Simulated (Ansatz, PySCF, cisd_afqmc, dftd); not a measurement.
Species: C2H5Cl, charge 0, singlet. C2H5Cl (SMILES CCCl).
B3LYP-D3(BJ)/def2-TZVP minimum from Ansatz (an electronic-structure program):
```xyz
8

C      0.0132     0.8176    -0.0128
C      1.5157     0.6457    -0.0186
Cl    -0.8344    -0.7820     0.0168
H     -0.3333     1.3555     0.8664
H     -0.3433     1.3280    -0.9043
H      1.9943     1.6284    -0.0365
H      1.8521     0.1152     0.8721
H      1.8422     0.0878    -0.8961
```
Charge 0, spin multiplicity 1.

Property: enthalpy of formation at 298 K (by atomisation, with ideal-gas terms from PySCF's Hessian at B3LYP-D3(BJ)/def2-TZVP and the atoms' measured values of the G2/97 table; no spin-orbit terms), in kcal/mol. UHF or UKS for unpaired electrons; spin-orbit terms are left out. Correlated methods leave the cores frozen. Rows without X2C or -DK are non-relativistic. The Monte Carlo rows (phaseless AFQMC, CISD trial, step 0.005/hartree) carry one-sigma bars that omit the constraint's bias. Outlying blocks are dropped, and bars are widened where a walk drifts. Over all cases where full CI ran beside it in this data, AFQMC minus full CI had a median of +0.1 mEh and passed +0.4 mEh in a tenth of the cases. CBS(X,Y): correlation extrapolated as X^-3, Hartree-Fock from the larger set. A bracket is a step between two methods taken in the basis named. The functionals are non-relativistic, so their misses hold any scalar relativity. Double hybrids freeze cores in their MP2 part. 'core' is core correlation in cc-pwCVTZ (1s frozen past Ne), 'X2C' scalar relativity in cc-pVTZ-DK, both at CCSD(T). Where a partner has so few electrons that a lower coupled-cluster level is exact, that level stands in.

Measured: -26.6 kcal/mol, -111.2 kJ/mol (Active Thermochemical Tables 1.112 (ions: stationary electron), as tabulated in the package chemicals); atomic spin-orbit terms, which the calculations lack, would raise the computed values.

| level | program | enthalpy of formation at 298 K (kcal/mol) | error against that value |
|---|---|---|---|
| B3LYP-D4/def2-TZVPD | Ansatz + dftd4 | -25.6 | 1.0 |
| B3LYP/def2-TZVPD | Ansatz | -21.3 | 5.3 |
| PBE0-D3(BJ)/def2-TZVPD | Ansatz + dftd3 | -30.5 | -3.9 |
| r2SCANh-D4/def2-TZVPD | Ansatz + dftd4 | -25.0 | 1.6 |
| r2SCANh/def2-TZVPD | Ansatz | -24.4 | 2.2 |
| B2PLYP-D3(BJ)/def2-TZVPD | Ansatz + dftd3 | -19.6 | 7.0 |
| CCSD/CBS(cc-pV(T+d)Z,cc-pV(Q+d)Z) | Ansatz | -17.1 | 9.5 |
| CCSD(T)/cc-pV(T+d)Z | Ansatz | -11.1 | 15.5 |
| CCSD(T)/cc-pV(Q+d)Z | Ansatz | -20.3 | 6.3 |
| CCSD(T)/CBS(cc-pV(T+d)Z,cc-pV(Q+d)Z) | Ansatz | -26.5 | 0.1 |
| CCSD(T)/CBS(cc-pV(T+d)Z,cc-pV(Q+d)Z) + core + X2C | Ansatz | -28.3 | -1.7 |
| CCSDT(Q)/cc-pV(D+d)Z | Ansatz | 20.3 | 46.9 |
| AFQMC/CISD/cc-pV(D+d)Z | cisd_afqmc | 20.1 ± 0.3 | 46.7 |
| CCSD(T)/CBS(cc-pV(T+d)Z,cc-pV(Q+d)Z) + [CCSDT(Q) - CCSD(T)]/cc-pV(D+d)Z + core + X2C | Ansatz | -28.6 | -2.0 |
